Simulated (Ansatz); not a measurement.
in.yaml

```yaml
crystal:
  periodic: [false, false, false]
  atoms:
    - {symbol: B, position_ang: [0.000000, 0.000000, 0.008418]}
    - {symbol: O, position_ang: [0.000000, 0.000000, -1.189543]}
    - {symbol: H, position_ang: [0.000000, 0.000000, 1.181125]}
basis:
  gaussian: {orbitals: 6-31G}
total_charge: 1
magnetization: {spin_polarized: true, initial_magnetization: 1}
correlation: {method: ccsd, electrons: outside_noble_gas}
```

```sh
$ ansatz run in.yaml --threads 1 --pin off --events-out ev --progress --plain --max-ram 2393MiB
```

**Question.** Roughly how long does this take on 1 thread of Arm Neoverse V2, shared host, and how much host memory?

**Answer.** 0.51 s wall and 0.15 GiB.

```
233 factors; integrals over basis functions are off by at most 1.9e-4 eV
mean field evaluation 1: about -2695.0466 eV, gradient 5.4e1 eV
mean field evaluation 2: about -2695.0595 eV, gradient 5.4e1 eV
mean field evaluation 4: about -2708.7110 eV, gradient 5.9e0 eV
mean field evaluation 8: about -2710.9402 eV, gradient 2.1e0 eV
mean field evaluation 16: about -2710.9885 eV, gradient 1.5e-6 eV
mean field evaluation 32: about -2709.4289 eV, gradient 6.2e0 eV
mean field evaluation 64: about -2712.5641 eV, gradient 4.5e-2 eV
mean field evaluation 96: about -2702.0707 eV, gradient 7.1e0 eV
mean field evaluation 128: about -2712.5641 eV, gradient 2.3e-4 eV
mean field evaluation 160: about -2712.5641 eV, gradient 3.1e-4 eV
mean field evaluation 192: about -2703.4949 eV, gradient 9.8e-3 eV
mean field evaluation 224: about -2702.6388 eV, gradient 1.4e1 eV
mean field evaluation 256: about -2701.7632 eV, gradient 5.8e0 eV
mean field evaluation 288: about -2700.8875 eV, gradient 4.6e-3 eV
mean field evaluation 320: about -2699.9366 eV, gradient 5.2e-1 eV
mean field evaluation 352: about -2701.2253 eV, gradient 1.7e-1 eV
mean field evaluation 384: about -2699.4515 eV, gradient 1.0e1 eV
mean field evaluation 416: about -2700.4470 eV, gradient 4.1e0 eV
mean field evaluation 448: about -2699.7841 eV, gradient 2.4e0 eV
mean field -2712.56409997 eV, -99.6848920320 hartree, gradient 5.1e-6 eV, S^2 0.754878; 8 other end points of the search recorded, 0 dependent functions left out
determinant -2712.56409997 eV, -99.6848920320 hartree, with singles and doubles -2716.27554049 eV, -99.8212849554 hartree
determinant -2710.98846102 eV, -99.6269883684 hartree, with singles and doubles -2715.01214439 eV, -99.7748560051 hartree
2 core orbitals not correlated: weight in the atoms' cores, before any rotation towards them, 1.000 or more for the frozen orbitals, at most 0.000 for the correlated occupied ones
reference -2712.56409997 eV, -99.6848920320 hartree; 5, 4 occupied and 13, 14 virtual orbitals, 233 factors
second order -3.30996835 eV of doubles, -0.00000000 eV of singles
cycle   1  -3.71205043 eV  change   -6.1e-4 eV  update   8.0e-4
cycle   2  -3.71238245 eV  change   -3.3e-4 eV  update   5.6e-4
cycle   3  -3.71269846 eV  change   -3.2e-4 eV  update   2.7e-4
cycle   4  -3.71271883 eV  change   -2.0e-5 eV  update   7.1e-5
cycle   5  -3.71281554 eV  change   -9.7e-5 eV  update   1.6e-5
cycle   6  -3.71283555 eV  change   -2.0e-5 eV  update   6.3e-6
cycle   7  -3.71283361 eV  change    1.9e-6 eV  update   2.3e-6
Total energy: -2716.27693359 eV, -99.8213361506 hartree
```
